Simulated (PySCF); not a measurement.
## TDDFT excited states: C4H9N

Compound: C4H9N.
SMILES: `[H]/N=C\CCC`

Computed with TDDFT CAM-B3LYP/def2-SVPD, vertical, gas phase, core orbitals frozen in the response in PySCF. Isolated species at its PBE0-D3(BJ)/def2-SVP geometry (one conformer only). Torsions of this conformer, `[H]/[N:5]=[CH:4]\[CH2:3][CH2:2][CH3:1]`: C1–C2–C3–C4 65°, C2–C3–C4–N5 -125°.

**Question.** Predict the UV-vis stick spectrum at this level.

**Answer.** 

```json
{"state": "S1", "E (eV)": "5.37", "ν̃ (cm⁻¹)": "43290", "f": "0.0020", "|μ| (D)": "0.32", "main configurations (H = HOMO, L = LUMO)": "H→L (82%), H→L+1 (13%)"}
{"state": "S2", "E (eV)": "7.46", "ν̃ (cm⁻¹)": "60150", "f": "0.025", "|μ| (D)": "0.94", "main configurations (H = HOMO, L = LUMO)": "H→L+1 (51%), H→L+2 (20%), H→L+4 (15%)"}
{"state": "S3", "E (eV)": "7.93", "ν̃ (cm⁻¹)": "63930", "f": "0.034", "|μ| (D)": "1.06", "main configurations (H = HOMO, L = LUMO)": "H→L+2 (64%), H→L+1 (12%)"}
{"state": "S4", "E (eV)": "8.20", "ν̃ (cm⁻¹)": "66170", "f": "0.265", "|μ| (D)": "2.92", "main configurations (H = HOMO, L = LUMO)": "H-1→L (68%), H→L+4 (12%)"}
{"state": "S5", "E (eV)": "8.46", "ν̃ (cm⁻¹)": "68230", "f": "0.024", "|μ| (D)": "0.87", "main configurations (H = HOMO, L = LUMO)": "H→L+4 (51%), H-1→L (16%), H→L+1 (14%)"}
{"state": "S6", "E (eV)": "8.55", "ν̃ (cm⁻¹)": "68950", "f": "0.0011", "|μ| (D)": "0.18", "main configurations (H = HOMO, L = LUMO)": "H-2→L (58%), H-5→L (21%), H-3→L (9%)"}
```

The lowest singlet comes at 231 nm (518 kJ/mol) in the ultraviolet; it is very weak; its leading configuration is HOMO→LUMO (82%). The strongest level in the table is S4 at 8.20 eV (151 nm, f = 0.265). Löwdin shares by element: HOMO nitrogen 58%, carbon 24% or more, hydrogen 8% or more; LUMO carbon 43% or more, nitrogen 28% (atoms not listed hold the other 29%). The listed states span 3.18 eV, and the widest gap between neighbours is 2.09 eV (S1 to S2). Weighted by f, the mean energy of these states is 8.13 eV. Of the 6 states listed, 4 reach f = 0.01 and none stays under 0.0005. Singlets were solved by full linear response.

Cost: about 40 s of CPU time on one thread; the machine was shared, so the figure is rough.
